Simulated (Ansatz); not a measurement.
## Relaxing Ti3W

The calculation used DFT PBE, scalar-relativistic, plane waves, PAW (Ansatz 0.2.0). Cutoff 420 eV, Γ-centred k mesh, Gaussian smearing, no spin polarisation in the final step.

The start puts Ti3W on the TiAl3 (D0_22) structure type (I4/mmm, No. 139), with W in place of Ti, Ti in place of Al, at a guessed volume.

```yaml
crystal:
  lattice:
    - [-1.88512, 1.88512, 4.21091]
    - [1.88512, -1.88512, 4.21091]
    - [1.88512, 1.88512, -4.21091]
  atoms:
    - { symbol: Ti, position: [0.50000, 0.50000, 0.00000] }
    - { symbol: Ti, position: [0.25000, 0.75000, 0.50000] }
    - { symbol: Ti, position: [0.75000, 0.25000, 0.50000] }
    - { symbol: W, position: [0.00000, 0.00000, 0.00000] }
```

Steps on the 6×6×6 mesh (4 atoms). 6 of 6 steps are shown, and the free energy counts from the last. Trial steps that were taken back and renewals of the plane-wave basis can be among the rows.

| step | ΔF (meV/atom) | V (Å³/atom) | P (GPa) |
| --- | --- | --- | --- |
| 1 | 111.1 | 14.96 | 19.99 |
| 2 | 6.1 | 16.59 | 1.04 |
| 3 | 4.1 | 16.70 | -0.02 |
| 4 | 1.4 | 16.78 | -1.01 |
| 5 | 0.8 | 16.62 | 0.11 |
| 6 | 0.0 | 16.62 | 0.20 |

A final relaxation ran on a 18×18×18 mesh. The relaxed crystal, I4/mmm (No. 139):

```cif
data_structure
_symmetry_space_group_name_H-M 'I4/mmm'
_symmetry_Int_Tables_number 139
_cell_length_a 3.8247
_cell_length_b 3.8247
_cell_length_c 9.1067
_cell_angle_alpha 90.000
_cell_angle_beta 90.000
_cell_angle_gamma 90.000
_cell_volume 133.21
loop_
_atom_site_label
_atom_site_type_symbol
_atom_site_symmetry_multiplicity
_atom_site_Wyckoff_symbol
_atom_site_fract_x
_atom_site_fract_y
_atom_site_fract_z
_atom_site_occupancy
Ti1 Ti 2 b 0.50000 0.50000 0.00000 1
Ti2 Ti 4 d 0.50000 0.00000 0.25000 1
W1 W 2 a 0.00000 0.00000 0.00000 1
```

```yaml
Volume_per_atom: 16.65 Å³
Density: 8.16 g/cm³
Energy_over_the_elements: 0.12 eV/atom
Gap_on_the_18×18×18_mesh: 0 eV (a metal)
```

Energies over the elements count from the elements' standard structures at the same level, with no empirical corrections.

The final run used a 18×18×18 mesh on its 4-atom cell and 0.10 eV smearing. For metals, differences of a few meV/atom aren't resolved. Spin–orbit coupling is left out.

Symmetry constrained the relaxation, so the result can be a saddle point.

Cost: 3 runs of about 3.8 core-minutes in all, on Arm Neoverse V2 (shared hosts).